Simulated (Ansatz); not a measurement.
Computed with Ansatz.

Basis-set series for `FCCCl`. Charge 0, multiplicity 1. Geometry: relaxed with PBE0-D4/def2-TZVP. It is one conformer, not always the lowest.

```
functional       basis  functions  energy (Eh)  HOMO (eV)  LUMO (eV)
   PBE0-D4    def2-SVP         80   -638.03455      -8.37       1.28
   PBE0-D4  def2-TZVPP        191   -638.40713      -8.58       0.73
   ωB97M-V    def2-SVP         80   -638.27653     -10.66       3.30
   ωB97M-V  def2-TZVPP        191   -638.65500     -10.91       2.58
```

(1) Give the rows for def2-QZVPP. (Estimate.)

Results:

(1) The calculation gave: 
```tsv
functional	basis	functions	energy (Eh)	HOMO (eV)	LUMO (eV)
PBE0-D4	def2-QZVPP	361	-638.43053	-8.63	0.38
ωB97M-V	def2-QZVPP	361	-638.67766	-10.97	1.77
```

Positive LUMOs are unbound and depend on the basis.
